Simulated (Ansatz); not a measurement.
# TiCl4: structure and electronic state

What does TiCl4 look like as a singlet, and where do its frontier electrons sit?

Computed with Ansatz 0.2.0, Gaussian basis. Level: RKS PBE0-D4/def2-TZVP.

Levels to be run: relaxation at PBE-D4/def2-SVP; a search for the lowest solution at PBE0-D4/def2-SVP; a single point at PBE0-D4/def2-TZVP.

### Step 1. The starting structure

5 atoms, charge 0, spin multiplicity 1.

Atoms are counted from 1 here; the program's logs count them from 0.

Bond lengths: Ti1–Cl2 2.111 Å, Ti1–Cl3 2.111 Å, Ti1–Cl4 2.111 Å, Ti1–Cl5 2.111 Å. Angles: Cl2–Ti1–Cl3 109.5°, Cl2–Ti1–Cl4 109.5°, Cl2–Ti1–Cl5 109.5°, Cl3–Ti1–Cl4 109.5°, Cl3–Ti1–Cl5 109.5°, Cl4–Ti1–Cl5 109.5°.

Geometry (Å):

```
atom     x (Å)     y (Å)     z (Å)
 Ti1   0.00004  -0.00007   0.00004
 Cl2   0.00954  -0.01467   2.11108
 Cl3   1.98720   0.00982  -0.71270
 Cl4  -1.00244   1.72609  -0.68723
 Cl5  -0.99433  -1.72118  -0.71119
```

Formally the metal is d0. No spin-orbit coupling is included.

The start is a GFN2-xTB geometry.

### Step 2. Relaxation at PBE-D4/def2-SVP

Contents of in.yaml:

```yaml
crystal:
  periodic: [false, false, false]
  atoms:
    - {symbol: Ti, position_ang: [0.000040, -0.000070, 0.000040]}
    - {symbol: Cl, position_ang: [0.009540, -0.014670, 2.111080]}
    - {symbol: Cl, position_ang: [1.987200, 0.009820, -0.712700]}
    - {symbol: Cl, position_ang: [-1.002440, 1.726090, -0.687230]}
    - {symbol: Cl, position_ang: [-0.994330, -1.721180, -0.711190]}
basis:
  gaussian: {orbitals: def2-SVP}
hamiltonian: {xc: pbe, dispersion: d4}
scf: {omitted_lower_state_checks: [starts]}
output: {orbitals: {seedname: orbitals}}
relax: {f_tol: 0.02, max_steps: 100}
```

Run with:

```console
> ansatz run in.yaml --threads 2 --pin off --events-out ev --progress --plain --max-ram 4352MiB
```

After this run come: Searching for the lowest solution, PBE0-D4/def2-SVP; Single point, PBE0-D4/def2-TZVP.

Q: Predict the results of all the runs planned. Wanted: point group; near neighbours of the metal; HOMO, LUMO at PBE0-D4/def2-TZVP; charge on the metal; dipole at PBE-D4/def2-SVP.

As calculated:

| quantity | value |
| --- | --- |
| point group | Td |
| near neighbours of the metal | Cl 2.17, Cl 2.17, Cl 2.17, Cl 2.17 Å |
| HOMO, LUMO at PBE0-D4/def2-TZVP | -9.64, -3.83 eV |
| charge on the metal (Mulliken, PBE0-D4/def2-TZVP) | +1.10 e |
| dipole at PBE-D4/def2-SVP | 0.00 D |

In words: The molecule keeps its bonding pattern by the stored test; the atoms moved 0.06 Å (rms). The Mulliken charge of the metal, +1.10 e, depends on the basis and isn't its oxidation state. No usable vibrations, so a minimum isn't proven. The HOMO lies nearest to Cl2, Cl4 about 37 % each; Cl3, Cl5 about 12 % each and the LUMO to Ti1 77 %. Whether this spin is the lowest isn't tested here.
